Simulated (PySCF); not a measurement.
# Functional benchmark on one molecule

Molecule: `CCCO`, C$_{3}$H$_{8}$O.

Bonds (- single, = double, # triple, : aromatic): C1-C2 1.520 Å, C2-C3 1.520 Å, C3-O4 1.402 Å. C1 carries H5, H6, H7; C2 carries H8, H9; C3 carries H10, H11; O4 carries H12.

Geometry PBE0-D3(BJ)/def2-SVP throughout; GIAO in PySCF 2.14, gas phase, one conformer, non-relativistic; equivalent atoms averaged; basis pcSseg-2.

Reference values (measured; solution, not stated per compound (mostly CDCl3 or CCl4); Pretsch, Buehlmann, Badertscher, Structure Determination of Organic Compounds, 4th ed. (2009)): δ(C3) = 64.2 ppm, δ(C2) = 25.9 ppm, δ(C1) = 10.3 ppm, δ(H10/H11) = 3.59 ppm, δ(H8/H9) = 1.59 ppm, δ(H5/H6/H7) = 0.94 ppm. Computed shifts are taken against TMS, calculated as an isolated molecule at each level.

Question: How do the functionals HF, LDA, PBE, BLYP, BP86, OPBE, KT2, KT3, B97-D, B3LYP, PBE0, mPW1PW91, WP04, B97-2, BHandHLYP, CAM-B3LYP, wB97X-D, LC-wPBE perform against the reference? Times are CPU seconds on 1 thread of an Arm Neoverse V1, shared host; the GGAs took longer than the global hybrids here, which isn't the general rule, and the cause wasn't traced.

Answer: 
```
functional                    kind    C3    C2    C1  H10/H11  H8/H9  H5/H6/H7  mean abs. error C  mean abs. error H  core-s
        HF            Hartree–Fock  63.1  30.2  12.2     3.12   1.36      0.89                2.4               0.25      12
       LDA                     LDA  75.4  34.9   8.9     3.67   1.55      0.84                7.2               0.07      27
       PBE                     GGA  74.1  35.4  11.0     3.59   1.52      0.87                6.7               0.05      34
      BLYP                     GGA  75.5  37.2  11.7     3.62   1.55      0.92                8.0               0.03      34
      BP86                     GGA  73.7  35.1  11.1     3.58   1.51      0.87                6.5               0.05      33
      OPBE                     GGA  70.9  33.3  11.7     3.52   1.48      0.83                5.2               0.10      34
       KT2                     GGA  72.2  34.7  10.7     3.55   1.51      0.87                5.7               0.06      33
       KT3                     GGA  71.6  34.9  11.9     3.51   1.51      0.89                6.0               0.07      34
     B97-D                     GGA  72.9  35.4  12.0     3.57   1.53      0.91                6.6               0.04      32
     B3LYP           global hybrid  72.6  35.1  11.7     3.48   1.50      0.90                6.3               0.08      22
      PBE0           global hybrid  70.6  33.2  11.2     3.42   1.47      0.85                4.9               0.13      21
  mPW1PW91           global hybrid  70.5  33.2  11.4     3.41   1.46      0.85                4.9               0.13      21
      WP04           global hybrid  71.5  34.1  13.4     3.29   1.43      0.86                6.2               0.18      23
     B97-2           global hybrid  70.2  33.4  11.8     3.42   1.47      0.86                5.0               0.12      23
 BHandHLYP           global hybrid  68.8  33.0  11.7     3.32   1.45      0.89                4.4               0.15      22
 CAM-B3LYP  range-separated hybrid  71.5  34.0  11.1     3.46   1.50      0.90                5.4               0.09      31
   wB97X-D  range-separated hybrid  70.0  32.9  11.5     3.38   1.45      0.85                4.7               0.15      29
   LC-wPBE  range-separated hybrid  68.9  31.2  10.9     3.37   1.44      0.83                3.5               0.16      42
```

For 13C the closest is HF (2.4 ppm) and the furthest BLYP (8.0 ppm).

For 1H the closest is BLYP (0.03 ppm, with B97-D, PBE, BP86 practically level) and the furthest HF (0.25 ppm). One molecule is a small sample, and vibrational and solvent effects are absent from the calculation.
